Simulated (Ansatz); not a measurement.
bcc Na was calculated with r²SCAN-D4 (Ansatz, a first-principles code, plane waves, PAW).

Settings: plane-wave cutoff 560 eV, 18×18×18 k mesh, Fermi–Dirac smearing 0.05 eV, scalar-relativistic PAW data made under PBE.

The volume scan:

| V (Å³/atom) | E − E_lowest (meV/atom) |
|---|---|
| 35.309 | 3.59 |
| 36.060 | 1.55 |
| 36.811 | 0.38 |
| 37.563 | 0.00 |
| 38.314 | 0.34 |
| 39.065 | 1.35 |
| 39.816 | 2.95 |

Question: Estimate the bulk modulus and its pressure derivative from these points.

Answer: V0 = 37.568 Å³/atom, B0 = 7.69 GPa, B′ = 3.6 (fit to the energies at full precision).

Measured, for comparison: bulk modulus 7.9 GPa (0 K value with the zero-point phonon effect removed, our sources range from 7.63 to 7.91; as tabulated in Mejia-Rodriguez and Trickey (2018), arXiv:1807.09216); equilibrium volume per atom 37.42 Å³/atom (static lattice: zero-point anharmonic expansion removed; as tabulated in Mejia-Rodriguez and Trickey (2018), arXiv:1807.09216). Computed (rounded) less measured: bulk modulus -3 % (inside the range of the sources held), equilibrium volume per atom +0.4 %.

The computed numbers hold no vibrational or temperature effects.
